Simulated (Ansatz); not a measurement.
`SC1CO1`. Charge 0, multiplicity 1.

```csv
atom,x (Å),y (Å),z (Å)
S1,-1.3652,0.5944,1.2449
C2,0.1508,0.5711,0.3129
C3,0.4540,-0.3733,-0.7520
O4,1.0842,-0.4610,0.5231
H5,-1.7377,-0.6615,0.9503
H6,0.5712,1.5739,0.2695
H7,1.1019,-0.0804,-1.5746
H8,-0.2592,-1.1633,-0.9741
```

Q: List the harmonic frequencies (cm⁻¹, unscaled) at PBE0-D4/def2-TZVP in Ansatz. (An estimate is asked.)

A: The calculation gave: 195, 339, 372, 649, 853, 897, 951, 1050, 1089, 1157, 1163, 1297, 1390, 1526, 2711, 3104, 3141, 3194.

Q: Is this a minimum?

A: Yes, all 18 modes are real.

Q: Give the ideal-gas thermochemistry at 298.15 K and 1 bar (rigid rotor, harmonic oscillator; point group C1, symmetry number 1).

A: Zero-point energy 150.0 kJ/mol; H(298) − E = 164.4 kJ/mol; entropy 289.0 J/(mol·K), of which translation 162.9, rotation 102.9, vibration 23.3; G(298) − E = 78.2 kJ/mol.

Q: And at 400, 500, 600, 800 and 1000 K?

A: 
```
T (K)  H − E (kJ/mol)  S (J/mol/K)  G − E (kJ/mol)
  400           172.4        312.0            47.6
  500           181.8        332.9            15.3
  600           192.4        352.2           -18.9
  800           216.5        386.8           -92.9
 1000           243.5        416.9          -173.4
```
